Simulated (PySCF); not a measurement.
## [C3H10N]+: core ionisation energies

C3H10N (charge +1).
Atom-mapped SMILES: `[CH3:1][CH2:2][NH2+:3][CH3:4]`

The calculation used delta-SCF UKS SCAN, pcX-2 on the ionised atom, pcseg-1 elsewhere, spin-free X2C in PySCF 2.14.0. Binding energies are ΔSCF values: E(core-ionised, relaxed orbitals) − E(ground state) at a fixed geometry, referred to the vacuum level.

Task: List the computed XPS lines with their assignment.

Result: 
```json
{"atom(s)": "C1", "environment": "methyl carbon", "level": "C 1s", "binding energy (eV)": "295.78", "above the level's lowest (eV)": "0.00", "count": "1"}
{"atom(s)": "C2", "environment": "sp3 carbon bound to nitrogen", "level": "C 1s", "binding energy (eV)": "297.61", "above the level's lowest (eV)": "+1.83", "count": "1"}
{"atom(s)": "C4", "environment": "N-methyl carbon", "level": "C 1s", "binding energy (eV)": "297.74", "above the level's lowest (eV)": "+1.96", "count": "1"}
{"atom(s)": "N3", "environment": "ammonium nitrogen", "level": "N 1s", "binding energy (eV)": "414.23", "above the level's lowest (eV)": "0.00", "count": "1"}
```

The listed C 1s values span 1.96 eV, from C1 (bonded to C and 3 H) to C4 (bonded to N and 3 H). The widest gap between neighbouring values is 1.83 eV, between 295.78 and 297.61 eV. Summing the Pauling electronegativity differences to the bonded atoms, each weighted by its formal bond order, gives -1.05 for the lowest site and -0.56 for the highest; the largest sum, -0.21, belongs to C2, 0.13 eV below the top.

Task: What is the longest wavelength that can ionise N 1s of N3 vertically?

Result: λ = hc/E = 12398.42 eV Å / 414.23 eV = 29.931 Å.

Task: Express the binding energy of N 1s of N3 in atomic units and per mole.

Result: 414.23 eV = 15.2227 Eh = 39967 kJ/mol.

The species carries charge +1, so core ionisation leaves charge +2. One conformer (not necessarily the lowest) at the PBE0-D3(BJ)/def2-SVP geometry, without solvent, vibrations or thermal averaging.

Shape of the structure used: `[CH3:1][CH2:2][NH2+:3][CH3:4]`: C1–C2–N3–C4 178°.
